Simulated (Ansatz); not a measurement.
**BH₃O₃: one species, many methods**

An exercise on one series of results from a longer session: the logs are not shown, and one member is left open.

The runs use Ansatz 0.2.0, Gaussian basis; functionals in def2-TZVPP, the program's frozen cores in correlated methods.

The runs, in order: PBE-D4, r2SCAN-D4, PBE0-D4, B3LYP-D4, ωB97X-V, ωB97M-V, B2PLYP; CCSD(T)/def2-TZVPP; CCSD(T)/def2-QZVPP; extrapolation to the limit.

### The geometry

An earlier PBE0-D4 in a triple-zeta def2 set relaxation fixed the geometry.

7 atoms, charge 0, spin multiplicity 1.

Atoms are counted from 1 here; the program's logs count them from 0.

Bond lengths: O1–B2 1.366 Å, O1–H5 0.960 Å, B2–O3 1.366 Å, B2–O4 1.366 Å, O3–H6 0.960 Å, O4–H7 0.960 Å. Angles: B2–O1–H5 112.2°, O1–B2–O3 120.0°, O1–B2–O4 120.0°, O3–B2–O4 120.0°, B2–O3–H6 112.2°, B2–O4–H7 112.2°.

Set-up of the first run:

in.yaml

```yaml
crystal:
  periodic: [false, false, false]
  atoms:
    - {symbol: O, position_ang: [-0.562508, 1.230475, 0.188829]}
    - {symbol: B, position_ang: [-0.000005, -0.000006, -0.000001]}
    - {symbol: O, position_ang: [-0.308363, -1.028823, 0.844158]}
    - {symbol: O, position_ang: [0.870867, -0.201666, -1.032991]}
    - {symbol: H, position_ang: [-1.154526, 1.246453, 0.943756]}
    - {symbol: H, position_ang: [0.147986, -1.839558, 0.609405]}
    - {symbol: H, position_ang: [1.006539, 0.593116, -1.553155]}
basis:
  gaussian: {orbitals: def2-TZVPP}
hamiltonian: {xc: pbe, dispersion: d4}
output: {forces: true, orbitals: {seedname: orbitals}}
```

Run with:

```bash
> ansatz run in.yaml --threads 2 --pin off --events-out ev --progress --plain --max-ram 31744MiB --backend cpu
```

Among the steps run: PBE-D4 (GGA); r2SCAN-D4 (meta-GGA); PBE0-D4 (hybrid); B3LYP-D4 (hybrid); ωB97X-V (range-separated); ωB97M-V (range-separated); B2PLYP (double hybrid); CCSD(T) in def2-TZVPP; CCSD(T) in def2-QZVPP.

One of the session's tables, all rows but one given; the rest of the session is left out.

| method | atomisation energy (kcal/mol) |
| --- | --- |
| PBE-D4 | 749.7 |
| r2SCAN-D4 | 736.3 |
| PBE0-D4 | 728.4 |
| B3LYP-D4 | 730.1 |
| ωB97X-V | 730.7 |
| ωB97M-V | 736.2 |
| B2PLYP | 727.2 |
| HF/def2-TZVPP | 524.0 |
| MP2/def2-TZVPP | 740.5 |
| CCSD/def2-TZVPP | 702.3 |
| CCSD(T)/def2-TZVPP | 714.0 |
| MP2/CBS | 761.3 |
| CCSD(T)/CBS | ? |

Q: Estimate the row for CCSD(T)/CBS from the others.

**Answer.** atomisation energy (kcal/mol): 734.2. In the column «atomisation energy (kcal/mol)» it lies between ωB97X-V (730.7) and ωB97M-V (736.2).

Limits of these values: Free atoms (3 O, 1 B, 3 H) were run apart at each level; the atomisation energy is their sum less the molecule, without zero-point or spin-orbit terms.
